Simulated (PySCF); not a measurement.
Rotational lines of CO

Lines J+1 ← J of the vibrational ground state, computed from RHF-CCSD(T) constants of CO, ¹Σ⁺ (singlet), closed shell (basis C cc-pVTZ, O cc-pVTZ; no relativity; PySCF 2.14; masses 12.0000 and 15.9949 u), in MHz:

```json
{"J": "2", "ν (MHz)": "341330"}
{"J": "3", "ν (MHz)": "455087"}
{"J": "4", "ν (MHz)": "568827"}
{"J": "5", "ν (MHz)": "682545"}
{"J": "6", "ν (MHz)": "796237"}
```

(1) Find B0 and the effective bond length r0; with αe = 0.0170 cm⁻¹, find Re.

Correlated steps freeze 2 core orbitals. Where the molecule has an RHF reference, its open-shell atoms are computed with UHF.

Answers

(1) ν = 2B0(J+1) − 4D(J+1)³ gives B0 = 1.8977 cm⁻¹. With the reduced mass μred = 6.8562 u, r0 = √(16.8576/(μred·B0)) (u, cm⁻¹, Å) = 1.1383 Å. Be = B0 + αe/2 = 1.9062 cm⁻¹ gives Re = 1.136 Å.
